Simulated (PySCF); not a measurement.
**Continuum solvent and chemical shifts**

Atoms are numbered as in `[O:1]=[O+:2][O-:3]`.

GIAO PBE0/pcSseg-1 in PySCF 2.14.0 with density-fitted response routines on one PBE0-D3(BJ)/def2-SVP conformer, non-relativistic, equivalent nuclei averaged. Solvents enter as an IEF-PCM continuum (benzene with ε = 2.3, chloroform with ε = 4.7, acetonitrile with ε = 35.7) around the gas-phase geometry.

Gas phase, σ in ppm: O1/O3 -1504.7, O2 -1090.9. Dipole moment 0.64 D.

Q: How does each σ change in the continuum?

A: 
| atoms | environment | Δσ, benzene | Δσ, chloroform | Δσ, acetonitrile |
| --- | --- | --- | --- | --- |
| O1/O3 | oxygen bonded to O | +22.4 | +35.4 | +48.9 |
| O2 | oxygen bonded to 2 O | +3.2 | +5.1 | +7.5 |

Changes are relative to the gas phase. The dipole moment becomes 0.68 D in benzene, 0.71 D in chloroform, 0.74 D in acetonitrile.

Q: Which nuclei move most (in ppm), and what does the model miss?

A: O1/O3 (oxygen bonded to O, +48.9 ppm) in acetonitrile. A continuum only polarises the solute; specific hydrogen bonds, the anisotropy of aromatic solvents and changes of geometry or conformer are outside it.
